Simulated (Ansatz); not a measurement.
**C₃H₆N₂O: a ladder of functionals and wavefunction methods**

An exercise on one series of results from a longer session: the logs are not shown, and one member is left open.

The runs use Ansatz 0.2.0, Gaussian basis; functionals in def2-TZVPP, the program's frozen cores in correlated methods.

Plan: PBE-D4, r2SCAN-D4, PBE0-D4, B3LYP-D4, ωB97X-V, ωB97M-V, B2PLYP; CCSD(T)/def2-TZVPP; MP2/def2-QZVPP; extrapolation to the limit.

### The geometry

An earlier PBE0-D4 in a triple-zeta def2 set relaxation fixed the geometry.

SMILES `CN(C=N)C=O`, 12 atoms, charge 0, spin multiplicity 1.

Atoms are counted from 1 here; the program's logs count them from 0.

Bond lengths: C1–N2 1.443 Å, C1–H7 1.093 Å, C1–H8 1.087 Å, C1–H9 1.093 Å, N2–C3 1.386 Å, N2–C5 1.374 Å, C3–N4 1.262 Å, C3–H10 1.091 Å, N4–H11 1.019 Å, C5–O6 1.203 Å, C5–H12 1.103 Å. Angles: N2–C1–H7 110.6°, N2–C1–H8 107.7°, N2–C1–H9 110.6°, H7–C1–H8 109.4°, H7–C1–H9 109.1°, H8–C1–H9 109.4°, C1–N2–C3 120.5°, C1–N2–C5 119.9°, C3–N2–C5 119.6°, N2–C3–N4 128.2°, N2–C3–H10 112.7°, N4–C3–H10 119.1°, C3–N4–H11 112.6°, N2–C5–O6 124.9°, N2–C5–H12 112.0°, O6–C5–H12 123.1°.

Geometry (Å):

```xyz
12
charge 0, multiplicity 1
C    -0.97480   -0.59111    0.55610
N     0.03556    0.27347   -0.00530
C     1.13267   -0.26081   -0.66299
N     1.40652   -1.47695   -0.86206
C    -0.08868    1.63712    0.11217
O    -0.99829    2.20016    0.66180
H    -1.43525   -1.20117   -0.22482
H    -1.73200    0.04008    1.01531
H    -0.54078   -1.24757    1.31422
H     1.81404    0.50480   -1.03617
H     0.70539   -2.10484   -0.47281
H     0.75253    2.17160   -0.36136
```

Set-up of the first run:

Contents of in.yaml:

```yaml
crystal:
  periodic: [false, false, false]
  atoms:
    - {symbol: C, position_ang: [-0.974797, -0.591108, 0.556098]}
    - {symbol: N, position_ang: [0.035558, 0.273472, -0.005300]}
    - {symbol: C, position_ang: [1.132672, -0.260806, -0.662986]}
    - {symbol: N, position_ang: [1.406519, -1.476951, -0.862055]}
    - {symbol: C, position_ang: [-0.088683, 1.637122, 0.112171]}
    - {symbol: O, position_ang: [-0.998292, 2.200159, 0.661805]}
    - {symbol: H, position_ang: [-1.435246, -1.201165, -0.224819]}
    - {symbol: H, position_ang: [-1.732004, 0.040084, 1.015310]}
    - {symbol: H, position_ang: [-0.540781, -1.247567, 1.314218]}
    - {symbol: H, position_ang: [1.814039, 0.504799, -1.036173]}
    - {symbol: H, position_ang: [0.705387, -2.104843, -0.472814]}
    - {symbol: H, position_ang: [0.752531, 2.171604, -0.361356]}
basis:
  gaussian: {orbitals: def2-TZVPP}
hamiltonian: {xc: pbe, dispersion: d4}
output: {forces: true, orbitals: {seedname: orbitals}}
```

On the command line:

```
ansatz run in.yaml --threads 4 --pin off --events-out ev --progress --plain --max-ram 10444MiB
```

Steps of the session up to this table: PBE-D4 (GGA); r2SCAN-D4 (meta-GGA); PBE0-D4 (hybrid); B3LYP-D4 (hybrid); ωB97X-V (range-separated); ωB97M-V (range-separated); B2PLYP (double hybrid); CCSD(T) in def2-TZVPP; MP2 in def2-QZVPP.

One of the session's tables, all rows but one given; the rest of the session is left out.

It belongs to the step «Atomisation energies». 

| method | atomisation energy (kcal/mol) |
| --- | --- |
| PBE-D4 | 1234.8 |
| r2SCAN-D4 | 1187.2 |
| PBE0-D4 | 1195.8 |
| B3LYP-D4 | 1191.1 |
| ωB97X-V | ? |
| ωB97M-V | 1189.6 |
| B2PLYP | 1176.0 |
| HF/def2-TZVPP | 800.4 |
| MP2/def2-TZVPP | 1174.6 |
| CCSD/def2-TZVPP | 1121.2 |
| CCSD(T)/def2-TZVPP | 1145.7 |
| MP2/CBS | 1209.2 |
| CCSD(T)/CBS | 1180.4 |

Estimate the missing values for ωB97X-V.

**Answer.** atomisation energy (kcal/mol): 1188.7. In the column «atomisation energy (kcal/mol)» it lies between r2SCAN-D4 (1187.2) and ωB97M-V (1189.6).
